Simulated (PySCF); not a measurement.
Partners of fluoride

Gas-phase complexes of fluoride (charge -1), each in one structure from a short search with a few starts, optimised by PBE0-D3(BJ)/def2-SVPD or PBE0-D3(BJ)/def2-TZVPD; other ways of binding may lie lower. Energies in kcal/mol, wB97M-D3(BJ)/def2-TZVPD, counterpoise-corrected (PySCF): interaction is complex less parts frozen as they stand in it, binding adds what it costs to deform them. Contacts are written partner···fluoride; electrostatic, Pauli and orbital are terms of the uncorrected same energy, whose rest is dispersion or correlation.

1 other partner is left out, for which the search missed the form known or expected to bind best.

Frequency runs check only 6 of the 9 structures; these show no clear imaginary mode.

Q: Order these partners of fluoride by binding energy, strongest first: GeH3F, beryllium hydride, bromine, fluorosilane, selenium difluoride, borane, formaldehyde, chlorotrifluoromethane, chlorine monofluoride.

A: beryllium hydride (-77.4), borane (-66.4), selenium difluoride (-56.1), fluorosilane (-54.8), GeH3F (-49.8), bromine (-46.4), chlorine monofluoride (-46.0), formaldehyde (-23.0), chlorotrifluoromethane (-6.9).
| partner | contact | distance (Å) | binding | interaction | electrostatic | Pauli | orbital |
| --- | --- | --- | --- | --- | --- | --- | --- |
| beryllium hydride | Be···F | 1.47 | -77.4 | -97.4 | -114.1 | 81.3 | -64.4 |
| borane | B···F | 1.46 | -66.4 | -91.1 | -115.1 | 139.1 | -114.6 |
| selenium difluoride | Se···F | 1.92 | -56.1 | -66.6 | -133.9 | 164.8 | -97.1 |
| fluorosilane | Si···F | 1.74 | -54.8 | -80.5 | -147.5 | 167.8 | -100.4 |
| GeH3F | Ge···F | 1.91 | -49.8 | -68.6 | -129.2 | 134.9 | -73.9 |
| bromine | Br···F | 1.96 | -46.4 | -56.6 | -102.3 | 148.7 | -102.9 |
| chlorine monofluoride | Cl···F | 1.85 | -46.0 | -58.7 | -99.7 | 144.7 | -103.5 |
| formaldehyde | C···F | 1.59 | -23.0 | -38.0 | -112.4 | 193.6 | -118.7 |
| chlorotrifluoromethane | Cl···F | 2.87 | -6.9 | -8.1 | -15.7 | 17.4 | -9.1 |
